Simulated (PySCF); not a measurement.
hydrogen fluoride (FH), SMILES F.

Geometry optimised at B3LYP-D3(BJ)/def2-TZVPD.

Calculation: PySCF with CAM-B3LYP/def2-TZVPD.

```
Item                                                                                                            Value
---------------------------------------------------------------------------------------------  ----------------------
total energy                                                                                       -100.46851 hartree
point group                                                                                                       C∞v
highest occupied level                                                                                      -13.48 eV
lowest empty level                                                                                            0.85 eV
orbital gap                                                                                                  14.32 eV
dipole moment                                                                                                  1.84 D
quadrupole, principal values (traceless, Buckingham form, about the centre of nuclear charge)  -1.10, -1.10, 2.19 D·Å
mean static polarisability                                                                        5.7 bohr³ (0.85 Å³)
polarisability, principal values                                                                  5.3, 5.3, 6.5 bohr³
```
